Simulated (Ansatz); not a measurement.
Results of PBEsol+SOC (Ansatz, an electronic-structure program, plane waves, PAW) for CsCl-type TlCl.

Settings: plane-wave cutoff 520 eV, 10×10×10 k mesh, Fermi–Dirac smearing 0.01 eV, PAW data made under PBE.

The cell has the measured lattice: a = 3.842 Å, b = 3.842 Å, c = 3.842 Å, α = 90.00°, β = 90.00°, γ = 90.00°.

### Question
What does this level give for the band gap, smallest direct gap on the k points sampled and direct gap at Γ?

### Answer

- band gap = 1.51 eV (indirect)
- smallest direct gap on the k points sampled = 1.78 eV
- direct gap at Γ = 7.65 eV

Note: cell and atoms aren't relaxed at this level (pressure -1.7 GPa).

The computed numbers hold no vibrational or temperature effects.

The result took roughly 40 core-seconds.
